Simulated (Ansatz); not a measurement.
in.yaml

```yaml
crystal:
  periodic: [false, false, false]
  atoms:
    - {symbol: Ge, position_ang: [-0.000021, 0.000203, -0.411070]}
    - {symbol: Cl, position_ang: [-0.000013, 0.000140, -2.619191]}
    - {symbol: H, position_ang: [0.000017, 0.403546, 1.515482]}
    - {symbol: H, position_ang: [0.000017, -0.403889, 1.514779]}
basis:
  gaussian: {orbitals: cc-pVDZ}
magnetization: {spin_polarized: false, initial_magnetization: 1}
correlation: {method: sc_nevpt2, electrons: outside_noble_gas, active_space: {window: {electrons: 13, orbitals: 8}}}
```

```sh
$ ansatz run in.yaml --threads 1 --pin off --events-out ev --progress --plain --max-ram 2393MiB
```

Output:

```
609 factors; integrals over basis functions are off by at most 1.2e-3 eV
mean field evaluation 1: about -69004.9705 eV, gradient 1.4e1 eV
mean field evaluation 2: about -69004.9723 eV, gradient 1.4e1 eV
mean field evaluation 4: about -69005.9000 eV, gradient 1.3e0 eV
mean field evaluation 8: about -69005.9184 eV, gradient 1.2e-3 eV
mean field evaluation 16: about -69005.9172 eV, gradient 1.9e-1 eV
mean field evaluation 32: about -69005.6324 eV, gradient 8.5e-1 eV
mean field -69005.91840137 eV, -2535.9207273588 hartree, gradient 2.9e-6 eV, S^2 0.750000; 5 other end points of the search recorded, 0 dependent functions left out
reference -69005.91840137 eV, -2535.9207273588 hartree; 26, 25 occupied and 29, 30 virtual orbitals, 609 factors
state -69006.39981666 eV, -2535.9384190446 hartree
state -69006.39981666 eV, -2535.9384190446 hartree; corrected -69011.42548926 eV, -2536.1231091059 hartree
Total energy: -69011.42548926 eV, -2536.1231091059 hartree
```

Ran on 1 thread of Arm Neoverse V1, shared host: 3.5 s wall, 0.19 GiB peak host memory.
